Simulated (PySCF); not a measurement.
# Field gradients at the hydrogen positions

Species: C₆H₅ (charge +1).
Geometry (GFN2-xTB, Å), atoms numbered from 1 in this order:
```
atom  x, y, z in Å
C1    -2.1760    1.3005   -0.7254
C2    -1.5070    0.3959   -0.3197
C3    -0.6986   -0.7075    0.1700
C4     0.6688   -0.3709    0.4264
C5     1.9591   -0.7142    0.8338
C6     1.7045    0.5662    0.4442
H7    -2.7774    2.0850   -1.0824
H8    -0.7269   -1.5463   -0.5442
H9    -1.1398   -1.1237    1.0900
H10    2.6518   -1.4463    1.1901
H11    2.0469    1.5640    0.2761
```

Level: PBE0/pcSseg-1 (PySCF, non-relativistic); Q(2H) = 0.00286 b; rigid geometry, the same for H and D, with no vibrational averaging.

Question: Rank these positions by the coupling χzz of a deuteron there, largest first.
A. H11 (hydrogen on carbon)
B. H7 (alkyne hydrogen)
C. H8 (methylene hydrogen)

Answer: B (257 kHz), A (225 kHz), C (186 kHz).

Question: What are Vzz, η and χzz (234.96 MHz × Q × Vzz) at all hydrogens?

Answer: 
```tsv
atom	bonded to	bond length (Å)	Vzz (au)	η	χzz (kHz)
H7	C1	1.051	0.3825	0.01	257
H8	C3	1.102	0.2764	0.06	186
H9	C3	1.102	0.2765	0.06	186
H10	C5	1.069	0.3331	0.06	224
H11	C6	1.068	0.3350	0.06	225
```

Question: A static deuteron (I = 1) shows a doublet split by (3/2)χ, (3/4)χ(1 + η) and (3/4)χ(1 − η) with the field along z, y and x of the gradient. What are these for H9?

Answer: With |χ| = 185.8 kHz and η = 0.060: 279, 148 and 131 kHz, to first order and without motion.

The structure is a single GFN2-xTB conformer in the gas phase; no vibrational or solvent corrections. GFN2-xTB bond lengths can be off by several hundredths of an ångström, more for odd bonds, and the gradients follow them. The basis is small and wasn't made for field gradients, so the couplings can be 20 % off.

These values come from a run that also computed NMR shieldings. Hardware: one thread of an Arm Neoverse V1, shared host. Cost: 9.6 s of wall time.
